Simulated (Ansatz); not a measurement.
Computed with Ansatz on PBE0-D4/def2-TZVP structures; ΔE is electronic, products minus reactants. CBS: MP2 limit from def2 TZ/QZ plus the TZ coupled-cluster correction, frozen cores. This one scheme is used for every species. Double bonds are as drawn, so ΔE can hold a change between cis and trans. Functionals use def2-TZVPP. One conformer a species, not always the lowest.

Reaction (formal hydrolysis of a C–C bond): `C/N=C(/C)Cl` + H₂O → `C/N=C(/O)Cl` + CH₄

CCSD(T)/CBS gives +3.7 kcal/mol.

(1) Another level gave -0.5 kcal/mol. Which?
A. CCSD/def2-TZVPP
B. BHLYP-D4/def2-TZVPP
C. revPBE/def2-TZVPP
D. LDA (SPW92)/def2-TZVPP

Largest T1 diagnostic among the species: 0.013.

## Answers

(1) C. revPBE -0.5, CCSD/def2-TZVPP 2.2, BHLYP-D4 0.7, LDA (SPW92) -1.4 kcal/mol.

The D4 term adds +0.9 kcal/mol with B3LYP and +0.5 kcal/mol with PBE0; it sums over pairs of atoms, weighted by their polarisabilities, and B3LYP, whose exchange is more repulsive, gets the larger term. In def2-TZVPP, CCSD(T) changes the Hartree–Fock value by +2.5 kcal/mol (the triples alone add +0.1 kcal/mol) and MP2 by +3.0 kcal/mol.

B3LYP here is the variant with VWN-RPA as its local correlation; programs differ in this.
